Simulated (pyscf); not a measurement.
Structures and frequencies: ωB97X-D3(BJ)/def2-SVP in PySCF. MP2 and CC: frozen core, UHF for open shells. ΔMP2 is the change of the MP2 total energy from the triple- to the quadruple-zeta basis.

Q: What are the homolytic bond dissociation enthalpies (298 K) of `[OH][Al]([F])[F]` at CCSD(T)/def2-TZVPP + ΔMP2(QZVPP), weakest first?

A: H–O to •O–Al(F)–F + H•: 5.39 eV; Al–O to OH• + [F–Al–F]•: 5.57 eV; Al–F to [HO–Al–F]• + F•: 6.80 eV. Ring and multiple bonds, and those that leave no two simple radicals, are not listed. The radicals are drawn with the spin at the cut bond; how far it spreads was not checked. Other isomers of •O–Al(F)–F, [HO–Al–F]• were not searched in full and may lie lower. The CCSD(T) − MP2 part came from Ansatz, without density fitting, on the same reference. Left out: the spin-orbit lowering of F, OH.
